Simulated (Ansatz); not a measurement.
# Energy profile

The step: Si₂H₆S ([SiH3][SiH2][SH]) → Si₂H₄ ([SiH][SiH3]) + H₂S (still joined by a long Si–S bond); bonds formed: S2–H3; bonds broken: Si1–H3; bonds weakened to dative contacts: Si1–S2 (atoms numbered as in the saddle structure below).

```csv
atom,x (Å),y (Å),z (Å)
Si1,-1.0777,-0.5824,0.1252
S2,1.1867,-1.6644,-0.0699
H3,-0.2307,-1.8894,-0.6286
H4,-1.0558,-0.6299,1.6297
Si5,-0.0926,1.4935,-0.3769
H6,0.9168,-2.5808,0.8746
H7,0.9125,1.9259,0.6327
H8,-1.1446,2.5428,-0.4877
H9,0.5854,1.3847,-1.6991
```

Electronic energies by CCSD(T) at an estimated basis limit (MP2 extrapolated from triple and quadruple zeta, plus CCSD(T) − MP2 in triple zeta), on PBE0-D4/def2-TZVP structures; Si2H6S, singlet; no counterpoise correction. Ansatz 0.2.0; basis: def2-TZVPP and def2-QZVPP; cores frozen in the correlated methods. Extrapolation: Hartree–Fock as exp(−7.88 √X), correlation as X^−2.97.

**Question.** Give the profile in kcal/mol, counted from the start structure. (To be estimated.)

**Answer.** By the calculation:
| point | kcal/mol |
| --- | --- |
| start structure | 0.00 |
| saddle | 62.67 |
| end structure | 49.84 |
| separated: Si2H4 (linked as [SiH][SiH3]; Si1, H4, Si5, H7, H8, H9; singlet) + H2S (S2, H3, H6; singlet) | 68.08 |

The T1 diagnostic stays at or below 0.017. The restricted Hartree–Fock reference is unstable towards an unrestricted one at one or more of these structures.

Losses and insertions of silylenes and their heavier kin drive the gas-phase chemistry of silicon and germanium vapour deposition.

For scale, one of the runs: CCSD(T)/def2-TZVPP, 210 basis functions, launched by `ansatz run in.yaml --threads 2 --pin off --events-out ev --progress --plain --max-ram 4352MiB`. The run took 43 s on 2 CPU threads of an Arm Neoverse V2 (shared host), with 2.5 GiB of host memory at its peak.
